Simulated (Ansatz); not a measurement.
# doublet NO: levels of theory in one basis

```xyz
2

N     0.0000    0.0000    0.0000
O     0.0000    0.0000    1.4900
```

Basis set: def2-SVP (spherical functions). Frozen core: 2 orbitals. Correlation on ROHF uses semicanonical orbitals with singles. Charge 0, multiplicity 2.

Computed with Ansatz (development build ahead of 0.2.0); each method stands on the lowest determinant of its kind that the runs found.

| method | E − E(ROHF) (eV) | <S²> of the determinant |
| --- | --- | --- |
| ROHF | 0.00 | 0.75 |
| UHF | -2.55 | 1.69 |
| ROHF-MP2 | -8.37 | – |

Task: What does UHF-MP2 give on the same scale?

Result: -9.20 eV.

Task: Is a single determinant a sound starting point here?

Result: It is doubtful. Unrestricted orbitals lower Hartree–Fock by 2.55 eV and <S²> is 1.69 where a pure state has 0.75, a sign of strong static correlation.

Caution for ROHF, ROHF-MP2: an unrestricted determinant lies well below. Caution for UHF, UHF-MP2: the unrestricted determinant is a mixture of spin states. Caution for ROHF-MP2, UHF-MP2: bonds are stretched, where a single reference can fail; forces differ strongly between restricted and unrestricted references. Caution for ROHF-MP2: other determinants can give a lower correlated total.
